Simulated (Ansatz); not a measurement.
# CH4NO: the cost of one run

Program: Ansatz 0.2.0. Level of theory: the levels named in each step. These are calculated values, not measurements.

**1. The starting structure**

Bond lengths: N1–C2 1.459 Å, C2–O3 1.302 Å, N1–H4 1.019 Å, N1–H5 1.011 Å, C2–H6 1.122 Å, C2–H7 1.118 Å. Angles: N1–C2–O3 116.7°, N1–C2–H6 107.0°, N1–C2–H7 106.9°, O3–C2–H6 111.0°, O3–C2–H7 111.9°, H6–C2–H7 102.2°, C2–N1–H4 110.2°, C2–N1–H5 110.6°, H4–N1–H5 107.5°.

Coordinates:

```xyz
7

N     1.1067    0.4245   -0.2891
C    -0.3228    0.3846   -0.0005
O    -0.8276   -0.7794    0.2931
H     1.3243   -0.1829   -1.0784
H     1.6390    0.0942    0.5047
H    -0.8485    0.8409   -0.8800
H    -0.5135    1.1358    0.8047
```

**2. A rough first relaxation, PBE-D4/def2-SVPD**

input.yaml reads:

```yaml
crystal:
  periodic: [false, false, false]
  atoms:
    - { symbol: "N", position_ang: [1.10666, 0.42446, -0.28912] }
    - { symbol: C, position_ang: [-0.32282, 0.38459, -0.00046] }
    - { symbol: O, position_ang: [-0.82761, -0.77945, 0.29313] }
    - { symbol: H, position_ang: [1.32427, -0.18291, -1.07837] }
    - { symbol: H, position_ang: [1.63903, 0.09423, 0.50472] }
    - { symbol: H, position_ang: [-0.84849, 0.84088, -0.87995] }
    - { symbol: H, position_ang: [-0.51353, 1.1358, 0.80472] }
magnetization:
  spin_polarized: true
  initial_magnetization: 1
basis:
  gaussian: { orbitals: def2-SVPD }
hamiltonian:
  xc: pbe
  dispersion: d4
relax:
  f_tol: 0.03
  max_steps: 200
```

Run with:

```bash
> ansatz run input.yaml --threads 4 --pin off --max-ram 10240MiB --backend cpu --events-out ev --progress --plain --runs-dir out
```

Q: Estimate wall time and peak memory on 4 threads of AMD EPYC (Zen 3), shared host.

About 2.3 min, with a peak of 0.19 GiB.
